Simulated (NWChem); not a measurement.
The numbers come from NWChem runs, not from measurements. System: C2H6O, charge 0, spin multiplicity 3, at the geometry of a parent with another charge or spin, in a state set for the comparison that need not be this species' ground state. Its SCF solution wasn't tested for a lower state. Level: UMP2/def2-SVP, 3 core orbitals frozen.

Part of the output:

```
             Northwest Computational Chemistry Package (NWChem) 7.3.0
             --------------------------------------------------------

                                NWChem Input Module
                                -------------------

 Scaling coordinates for geometry "geometry" by  1.889725989
 (inverse scale =  0.529177249)

                             Geometry "geometry" -> ""
                             -------------------------

 Output coordinates in angstroms (scale by  1.889725989 to convert to a.u.)

  No.       Tag          Charge          X              Y              Z
 ---- ---------------- ---------- -------------- -------------- --------------
    1 C                    6.0000    -1.19610300     0.13584800     0.24993300
    2 C                    6.0000     0.07819800    -0.42352600    -0.35337700
    3 O                    8.0000     1.22169700     0.31052100    -0.00340400
    4 H                    1.0000    -2.08032200    -0.42575700    -0.08992400
    5 H                    1.0000    -1.32480800     1.19209300    -0.03121300
    6 H                    1.0000    -1.17303800     0.07939000     1.35145900
    7 H                    1.0000     0.18241700    -1.49499400    -0.08394000
    8 H                    1.0000     0.01798800    -0.38779900    -1.45314000
    9 H                    1.0000     1.31162100     0.27896300     0.95465600

 Effective nuclear repulsion energy (a.u.)      81.8777838211

            Nuclear Dipole moment (a.u.)
            ----------------------------
        X                 Y               Z
 ---------------- ---------------- ----------------
     0.0000075589    -0.0000075589     0.0000037795


 Summary of "ao basis" -> "" (spherical)
 ------------------------------------------------------------------------------
       Tag                 Description            Shells   Functions and Types
 ---------------- ------------------------------  ------  ---------------------
 *                          def2-svp                  on all atoms

 Summary of "ao basis" -> "ao basis" (spherical)
 ------------------------------------------------------------------------------
       Tag                 Description            Shells   Functions and Types
 ---------------- ------------------------------  ------  ---------------------
 C                          def2-svp                 6       14   3s2p1d
 O                          def2-svp                 6       14   3s2p1d
 H                          def2-svp                 3        5   2s1p

                                 NWChem SCF Module
                                 -----------------

  ao basis        = "ao basis"
  functions       =    72
  atoms           =     9
  alpha electrons =    14
  beta  electrons =    12
  charge          =   0.00
  wavefunction    = UHF
  use symmetry    = F
  symmetry adapt  = F

 Summary of "ao basis" -> "ao basis" (spherical)
 ------------------------------------------------------------------------------
       Tag                 Description            Shells   Functions and Types
 ---------------- ------------------------------  ------  ---------------------
 C                          def2-svp                 6       14   3s2p1d
 O                          def2-svp                 6       14   3s2p1d
 H                          def2-svp                 3        5   2s1p

 Forming initial guess at       0.0s

 Starting SCF solution at       0.0s

 ----------------------------------------------
         Quadratically convergent UHF

 Convergence threshold     :          1.000E-07
 Maximum no. of iterations :          100
 Integral*density screening:          1.000E-09
 ----------------------------------------------

              iter       energy          gnorm     gmax       time
             ----- ------------------- --------- --------- --------
                 1     -153.6839963168  3.86D-01  6.67D-02      0.5
                 2     -153.7114000529  1.78D-01  2.77D-02      0.9
                 3     -153.7142376468  9.42D-03  3.03D-03      1.1
                 4     -153.7142795419  8.14D-05  1.39D-05      1.6
                 5     -153.7142795456  9.56D-09  2.63D-09      2.5
[...]
  --------------------------------------

    Atom       Charge   Shell Charges
 -----------   ------   -------------------------------------------------------
    1 C    6     6.08   1.99  0.86  0.23  2.04  0.92  0.04
    2 C    6     5.85   1.99  0.89  0.13  2.01  0.76  0.07
    3 O    8     7.76   1.99  1.16  0.54  2.73  1.33  0.01
    4 H    1     0.95   0.75  0.17  0.03
    5 H    1     0.95   0.75  0.17  0.03
    6 H    1     0.94   0.73  0.18  0.03
    7 H    1     0.92   0.73  0.17  0.03
    8 H    1     0.94   0.76  0.15  0.02
    9 H    1     1.62   0.62  0.93  0.07

  Mulliken analysis of the alpha density
  --------------------------------------

    Atom       Charge   Shell Charges
 -----------   ------   -------------------------------------------------------
    1 C    6     3.05   0.99  0.43  0.10  1.04  0.46  0.02
    2 C    6     2.87   0.99  0.44  0.04  0.98  0.38  0.04
    3 O    8     4.35   1.00  0.62  0.20  1.75  0.78  0.01
    4 H    1     0.48   0.38  0.09  0.01
    5 H    1     0.47   0.37  0.09  0.01
    6 H    1     0.49   0.36  0.11  0.01
    7 H    1     0.51   0.39  0.11  0.01
    8 H    1     0.47   0.38  0.08  0.01
    9 H    1     1.30   0.33  0.94  0.04

   Mulliken analysis of the beta density
   -------------------------------------

    Atom       Charge   Shell Charges
 -----------   ------   -------------------------------------------------------
    1 C    6     3.03   0.99  0.42  0.13  1.00  0.46  0.02
    2 C    6     2.97   0.99  0.45  0.09  1.02  0.38  0.03
    3 O    8     3.41   1.00  0.54  0.34  0.98  0.55  0.01
    4 H    1     0.46   0.37  0.08  0.01
    5 H    1     0.47   0.38  0.08  0.01
    6 H    1     0.45   0.37  0.07  0.01
    7 H    1     0.42   0.34  0.06  0.01
    8 H    1     0.47   0.38  0.08  0.01
    9 H    1     0.32   0.29 -0.00  0.03

   Mulliken analysis of the spin density
   -------------------------------------

    Atom       Charge   Shell Charges
 -----------   ------   -------------------------------------------------------
    1 C    6     0.02   0.00  0.01 -0.03  0.04 -0.00  0.00
    2 C    6    -0.10  -0.00 -0.01 -0.05 -0.04 -0.00  0.01
    3 O    8     0.94   0.00  0.08 -0.13  0.77  0.23 -0.00
    4 H    1     0.02   0.01  0.01 -0.00
    5 H    1     0.00  -0.00  0.01  0.00
    6 H    1     0.04  -0.01  0.04  0.00
    7 H    1     0.09   0.04  0.05  0.00
    8 H    1     0.00  -0.00  0.00  0.00
    9 H    1     0.99   0.04  0.94  0.00

       Multipole analysis of the density wrt the origin
       ------------------------------------------------

     L   x y z        total         alpha         beta         nuclear
     -   - - -        -----         -----         ----         -------
     0   0 0 0     -0.000000    -14.000000    -12.000000     26.000000

     1   1 0 0     -1.086743     -2.780393      1.693642      0.000008
     1   0 1 0     -0.473669     -0.670098      0.196436     -0.000008
     1   0 0 1     -1.268507     -1.785483      0.516972      0.000004

     2   2 0 0    -18.301292    -69.514180    -55.111394    106.324282
     2   1 1 0     -0.803772     -3.555956     -1.392942      4.145126
     2   1 0 1     -3.127564     -0.566168      5.076889     -7.638286
     2   0 2 0    -15.223996    -20.444443    -16.313902     21.534350
     2   0 1 1     -0.324674     -4.583814     -3.443454      7.702594
     2   0 0 2    -19.026349    -24.214251    -16.201614     21.389516

                   NWChem MP2 Semi-direct Energy/Gradient Module
                   ---------------------------------------------

  Basis functions       =     72
  Molecular orbitals    =     72
  Frozen core           =      3
  Frozen virtuals       =      0
  Active alpha occupied =     11
  Active beta occupied  =      9
  Active alpha virtual  =     58
  Active beta virtual   =     60
  Use MO symmetry       = F
  Use skeleton AO sym   = F

  AO/Fock/Back tols     =   1.0D-09  1.0D-09  1.0D-09

 GA uses MA = F    GA memory limited = T

 Available:
  local mem=  1.26D+08
 global mem=  1.44D+08
 local disk=  0.00D+00
  mp2_memr nvloc                    58
  nvloc new                    58
   1 passes of  11:        3145728                      26844                   5700923.
   1 passes of  11: M    126153849           G      144168832           F     123008121.

 Semi-direct pass number   1 of   1  for UHF alpha       at        2.5s
  vrange nnbf                  2624
  mp2_eaftype                    21  avail_ma_in_mb                  1099
 EAF : mp2_eaftype filesize          21    2850461.
  mp2_eaf for mointskh                     21
Node 0 wrote     13.4 Mb in      0.0 s     Agg I/O rate:   595.5 Mb/s
 Done moints_semi at        3.7s
  mp2_eaftype                    21  avail_ma_in_mb                  1078
 EAF : mp2_eaftype filesize          21    2850461.
  mp2_eaf for kh                    21
 Done maket at        3.8s
 Done multipass loop at        3.8s

 GA uses MA = F    GA memory limited = T

 Available:
  local mem=  1.26D+08
 global mem=  1.44D+08
 local disk=  0.00D+00
  mp2_memr nvloc                    60
  nvloc new                    60
   1 passes of   9:        3145728                      24345                   4826606.
   1 passes of   9: M    126153849           G      144168832           F     123008121.

 Semi-direct pass number   1 of   1  for UHF beta        at        3.8s
  vrange nnbf                  2624
  mp2_eaftype                    18  avail_ma_in_mb                  1099
 EAF : mp2_eaftype filesize          18    2413303.
  mp2_eaf for mointskh                     18
Node 0 wrote     11.3 Mb in      0.0 s     Agg I/O rate:   665.1 Mb/s
 Done moints_semi at        4.9s
  mp2_eaftype                    18  avail_ma_in_mb                  1081
 EAF : mp2_eaftype filesize          18    2413303.
  mp2_eaf for kh                    18
 Done maket at        5.0s
 Done multipass loop at        5.0s

          -------------------------------------------
          SCF energy                -153.714279545630
          Correlation energy          -0.442338251311
          Singlet pairs                0.000000000000
          Triplet pairs                0.000000000000
          Total MP2 energy          -154.156617796941
          -------------------------------------------

          ---------------------------------------------------
                    Spin Component Scaled (SCS) MP2
          Same spin pairs                     -0.103114021053
          Same spin scaling factor             0.333333333333
          Opposite spin pairs                 -0.339224230258
          Opposite spin scaling fact.          1.200000000000
          SCS-MP2 correlation energy          -0.441440416661
          Total SCS-MP2 energy              -154.155719962291
          ---------------------------------------------------

 -----------------------
 Performance information
 -----------------------

 Timer overhead =  1.36D-07 seconds/call

               Nr. of calls         CPU time (s)                 Wall time (s)                GFlops
             ---------------    -------------------     ------------------------------   -------------------
Name         Min   Avg   Max    Min     Avg     Max     Min     Avg     Max   Mx/calls   Min     Max     Sum
mp2: moin     2     2     2    2.2     2.2     2.2      2.2     2.2     2.2     1.1      0.0     0.0     0.0
mp2: make     2     2     2   0.23    0.23    0.23     0.23    0.23    0.23    0.12      0.0     0.0     0.0
mp2: tota     1     1     1    2.5     2.5     2.5      2.5     2.5     2.5     2.5      0.0     0.0     0.0

 The average no. of pstat calls per process was 5.00D+00
 with a timing overhead of 6.78D-07s

 Task  times  cpu:        5.0s     wall:        5.0s

 Total times  cpu:        5.0s     wall:        5.0s
```

Problem. Write an NWChem input that would produce this output.

Solution. This is not unique; one that fits is 
```
start mol
memory heap 200 mb stack 900 mb global 1100 mb
geometry units angstroms nocenter noautoz noautosym
  C     -1.196103     0.135848     0.249933
  C      0.078198    -0.423526    -0.353377
  O      1.221697     0.310521    -0.003404
  H     -2.080322    -0.425757    -0.089924
  H     -1.324808     1.192093    -0.031213
  H     -1.173038     0.079390     1.351459
  H      0.182417    -1.494994    -0.083940
  H      0.017988    -0.387799    -1.453140
  H      1.311621     0.278963     0.954656
end
basis spherical
  * library def2-svp
end
scf
  uhf
  nopen 2
  maxiter 100
  thresh 1e-7
  semidirect memsize 60000000 filesize 0
  # guess.movecs holds the orbitals of an unrestricted PBE0 run
  vectors input guess.movecs output mol.movecs
end
mp2
  freeze core 3
end
task mp2 energy
```
